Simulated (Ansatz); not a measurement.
# BH₄O (doublet): wave-function methods side by side at distance O1–H3 along a hydrogen transfer = 1.402 Å, cc-pVDZ

Aim: climb from Hartree-Fock through coupled cluster and multireference methods for BH₄O (doublet) at one geometry and basis, and see what each rung misses.

Method: cc-pVDZ, core rule «outside noble gas», up to 2 orbitals frozen; program: Ansatz 0.2.0, Gaussian basis.

To be run: UHF; CCSD(T) on ROHF; CCSD(T) on UHF; BCCD(T) on ROHF; CISD; CCSDT(Q) on ROHF; CCSDT(Q) on UHF; CASSCF and MRCISD+Q, 3 electrons in 3 orbitals; CASSCF and NEVPT2, 3 electrons in 3 orbitals.

6 further runs of the same task are left out: 1 for a mislabelled method, 4 that didn't finish, 1 set aside as unsound or not needed.

## Step 1: The system

The geometry derives from fragments relaxed apart (PBE0/def2-TZVP) and kept rigid, so it is no stationary point. A hydrogen atom is moved between rigid fragments.

6 atoms, charge 0, spin multiplicity 2.

Atoms are counted from 1 here; the program's logs count them from 0.

Bond lengths: O1–H2 0.960 Å, H3–B4 1.347 Å, B4–H5 1.191 Å, B4–H6 1.191 Å. Angles: H3–B4–H5 115.3°, H3–B4–H6 115.3°, H5–B4–H6 129.4°.

Coordinates:

```
O    -1.21422   -0.03028    0.00000
H    -1.46353    0.89629    0.00000
H     0.18778   -0.03028    0.00000
B     1.53478   -0.03028    0.00000
H     2.04385   -0.03028    1.07701
H     2.04385   -0.03028   -1.07701
```

## Step 2: UHF

in.yaml

```yaml
crystal:
  periodic: [false, false, false]
  atoms:
    - {symbol: O, position_ang: [-1.214220, -0.030281, 0.000000]}
    - {symbol: H, position_ang: [-1.463529, 0.896295, 0.000000]}
    - {symbol: H, position_ang: [0.187780, -0.030281, 0.000000]}
    - {symbol: B, position_ang: [1.534780, -0.030281, 0.000000]}
    - {symbol: H, position_ang: [2.043853, -0.030281, 1.077008]}
    - {symbol: H, position_ang: [2.043853, -0.030281, -1.077009]}
basis:
  gaussian: {orbitals: cc-pVDZ}
magnetization: {spin_polarized: true, initial_magnetization: 1}
hamiltonian: {xc: hf}
output: {orbitals: {seedname: orbitals}}
```

Launch:

```sh
$ ansatz run in.yaml --threads 1 --pin off --events-out ev --progress --plain --max-ram 2393MiB
```

After this run come: CCSD(T) on ROHF; CCSD(T) on UHF; BCCD(T) on ROHF; CISD; CCSDT(Q) on ROHF; CCSDT(Q) on UHF; CASSCF and MRCISD+Q, 3 electrons in 3 orbitals; CASSCF and NEVPT2, 3 electrons in 3 orbitals.

Q: Predict the results of all the runs planned. Wanted: UCCSDT(Q) below the RHF energy; RMP2 from UCCSDT(Q); UMP2 from UCCSDT(Q); RCCSD from UCCSDT(Q); RCCSD(T) from UCCSDT(Q); UCCSD(T) from UCCSDT(Q); RCCSDT(Q) from UCCSDT(Q); NEVPT2 pair from UCCSDT(Q); MRCISD+Q pair from UCCSDT(Q).

The runs gave:

```
                         quantity                                                   value
   UCCSDT(Q) below the RHF energy                                              -8.5893 eV
              RMP2 from UCCSDT(Q)                                             +1257.9 meV
              UMP2 from UCCSDT(Q)                                             +1242.4 meV
             RCCSD from UCCSDT(Q)                                              +189.3 meV
          RCCSD(T) from UCCSDT(Q)                                               +37.1 meV
          UCCSD(T) from UCCSDT(Q)                                               +36.9 meV
         RCCSDT(Q) from UCCSDT(Q)                                                +0.5 meV
       NEVPT2 pair from UCCSDT(Q)                                             +1118.8 meV
     MRCISD+Q pair from UCCSDT(Q)                                              +120.3 meV
levels within 1 kcal/mol (43 meV)  RCCSD(T), UCCSD(T), BCCD(T), RCCSDT, UCCSDT, RCCSDT(Q)
                    T1 diagnostic                                                   0.035
```

RCCSD(T) lands +37.1 meV from the yardstick (0.4 % of the correlation energy). Of the multireference levels listed MRCISD+Q pair comes nearest in total energy (+120.3 meV), which doesn't show that its space is the better one. These misses are within one basis, not against nature; the frozen cores of restricted and unrestricted runs differ, which can shift their rows.
